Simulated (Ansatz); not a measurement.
Chalcopyrite CdGeAs2 was calculated with PBEsol (Ansatz, a program for electronic structure, PAW).

Settings: plane-wave cutoff 520 eV, 8×8×8 k mesh, scalar-relativistic PAW data made under PBE.

Computed at the level's own relaxed cell.

Hill averages of the elastic tensor: K = 60.7 GPa, G = 28.9 GPa. Volume 24.964 Å³/atom, mean atomic mass 83.724 u.

Task: Work out the density, the sound velocities of a polycrystal and the elastic Debye temperature at this level.

Result: ρ = 1.66054 × 83.724/24.964 = 5.569 g/cm³. v_l = √[(K + 4G/3)/ρ] = 4.221 km/s and v_t = √(G/ρ) = 2.278 km/s. The mean follows from 3/v_m³ = 1/v_l³ + 2/v_t³: v_m = 2.543 km/s. Θ_D = (ħ/k_B) v_m (6π²/V)^(1/3) = 76.38 K Å s/km × 2.543 × 1.3337 Å⁻¹ = 259 K, counting all atoms of the cell.

Measured, for comparison: Voigt–Reuss–Hill shear modulus 27.9 GPa (temperature not stated, not corrected to a static lattice, Hill average of measured single-crystal constants; as tabulated in Oses et al. (2018), arXiv:1811.08464). Computed (rounded) less measured: Voigt–Reuss–Hill shear modulus +4 %. A static lattice is as a rule a little smaller and stiffer than an uncorrected measurement, which narrows the difference in the Voigt–Reuss–Hill shear modulus and would widen misses of the other sign.
